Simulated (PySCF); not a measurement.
**Gas-phase XPS of silanamine, computed**

Compound: silanamine, H5NSi.
Bonds: N1–Si2. Hydrogens: H3, H4 on N1; H5, H6, H7 on Si2.

Method used: delta-SCF UKS SCAN, pcX-2 on the ionised atom, pcseg-1 elsewhere, spin-free X2C in PySCF. These are vertical core ionisation energies against the vacuum level, from separate self-consistent calculations with and without the core hole.

Give the core binding energies atom by atom.

```tsv
atom(s)	bonded to	level	binding energy (eV)	2p1/2 (eV)	count
N1	2 H and Si	N 1s	404.74	–	1
Si2	N and 3 H	Si 2p3/2	106.95	107.57	1
Si2	N and 3 H	Si 1s	1846.76	–	1
```

Which photon wavelength matches the Si 1s of Si2 threshold?

λ = hc/E = 12398.42 eV Å / 1846.76 eV = 6.714 Å.

Which effective nuclear charge Zeff reproduces each element's mean 1s value in the hydrogen-like formula E = 13.606 eV × Zeff²?

N (Z = 7): mean 404.7 eV, Zeff = 5.45, Z − Zeff = 1.55; Si (Z = 14): mean 1846.8 eV, Zeff = 11.65, Z − Zeff = 2.35. Means run over the listed sites, weighted by atom count.

The 2p values aren't plain energy differences: one relaxed spin-free 2p hole is combined with a matrix within the shell (ground-state 2p orbital-energy differences and spin–orbit coupling). 2p3/2, the mean of its two sublevels, lies a third of the splitting below the shell's mean and 2p1/2 two thirds above it; the statistical areas are 2:1. 2p1/2 minus 2p3/2 (ligand field included): Si 0.62 eV. Isolated species at its GFN2-xTB geometry, gas phase.
